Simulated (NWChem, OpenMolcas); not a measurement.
## SiN2H5 (SMILES N[SiH]N): the vertical electron affinity, rung by rung

SiN2H5 has 8 atoms, charge 0, and is taken as a doublet. As SMILES, `N[SiH]N`. The coordinates come from a PBE0-D4/def2-TZVP relaxation. This is one conformer, not always the lowest.

Quantity: the vertical electron affinity (to the singlet anion), in eV. The values are calculated.

The electron affinity is E(neutral) − E(anion): positive where the electron is bound.

```
             level             kind     program  value (eV)  CPU time (all runs)
  USVWN5/def2-SVPD              LDA  OpenMolcas       -0.07                 78 s
U-revPBE/def2-SVPD              GGA  OpenMolcas       -0.32              1.9 min
    UPBE/def2-SVPD              GGA  OpenMolcas       -0.25                2 min
U-r2SCAN/def2-SVPD         meta-GGA  OpenMolcas       -0.42              2.6 min
  UB3LYP/def2-SVPD    global hybrid  OpenMolcas       -0.20              1.9 min
  UBHLYP/def2-SVPD    global hybrid  OpenMolcas       -0.42              1.7 min
 UM06-2X/def2-SVPD  hybrid meta-GGA      NWChem       -0.30                 60 s
   UPBE0/def2-SVPD    global hybrid  OpenMolcas       -0.33              1.8 min
```

Where it was recorded, the anion's HOMO is positive in every row: a fault of the level (basis or self-interaction), which says nothing on whether the real anion is bound. The values span -0.42 to -0.07 eV. Negative values mean that the anion is unbound at that level; they are set by how diffuse the basis is and aren't properties of the molecule, whose anion may well be bound. CPU times are rough (shared hosts, several kinds of processor and program).
